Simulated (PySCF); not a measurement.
Isomers of C4H9F, mass 76.069 u with the commonest isotopes. The calculation used PBE0-D3(BJ)/def2-SVP geometry optimisation, gas phase in PySCF 2.14.0. One conformer each, none proved a minimum here; rigid rotors.

Task: Order these by out-of-plane moment Σ m c² = (Ia + Ib − Ic)/2, largest first.
A. `[CH3:1][CH:2]([CH3:3])[CH2:4][F:5]` with C1–C2–C4–F5 -63°
B. `[CH3:1][CH2:2][C@H:3]([CH3:4])[F:5]` with C1–C2–C3–C4 179° (CH3CH2CHFCH3)
C. `[CH3:1][CH2:2][CH2:3][CH2:4][F:5]` with C1–C2–C3–C4 178°, C2–C3–C4–F5 -61°
D. `FC(C)(C)C`

Result: D (50.75 u·Å²), A (24.09 u·Å²), C (10.90 u·Å²), B (9.63 u·Å²).

Task: Order these by radius of gyration √(Σ m r²/M), largest first.
A. `[CH3:1][CH2:2][C@H:3]([CH3:4])[F:5]` with C1–C2–C3–C4 179°
B. `[CH3:1][CH:2]([CH3:3])[CH2:4][F:5]` with C1–C2–C4–F5 -63° ((CH3)2CHCH2F)
C. `[CH3:1][CH2:2][CH2:3][CH2:4][F:5]` with C1–C2–C3–C4 178°, C2–C3–C4–F5 -61° (1-fluorobutane)
D. `CC(C)(C)F`

Result: C (1.788 Å), A (1.608 Å), B (1.547 Å), D (1.460 Å).

Task: Order these by rotational constant B, smallest first.
A. `[CH3:1][CH2:2][CH2:3][CH2:4][F:5]` with C1–C2–C3–C4 178°, C2–C3–C4–F5 -61° (1-fluorobutane)
B. `[CH3:1][CH2:2][C@H:3]([CH3:4])[F:5]` with C1–C2–C3–C4 179° (CH3CH2CHFCH3)
C. `CC(C)(C)F`
D. `[CH3:1][CH:2]([CH3:3])[CH2:4][F:5]` with C1–C2–C4–F5 -63° ((CH3)2CHCH2F)

Result: A (2362 MHz), B (3483 MHz), D (4013 MHz), C (4748 MHz).

```
     SMILES  point group  Ia (u·Å²)  Ib (u·Å²)  Ic (u·Å²)      κ  μa (D)  μb (D)  μc (D)
    CC(C)CF           Cs      80.22     125.95     157.98  -0.48    0.98    0.00    1.32
      CCCCF           C1      40.21     213.92     232.33  -0.96    0.80    1.39    0.40
  CC(C)(C)F          C3v     106.42     106.43     111.36   1.00    0.01    0.01    1.78
CC[C@H](C)F           C1      61.19     145.08     187.01  -0.72    0.05    1.65    0.43
```
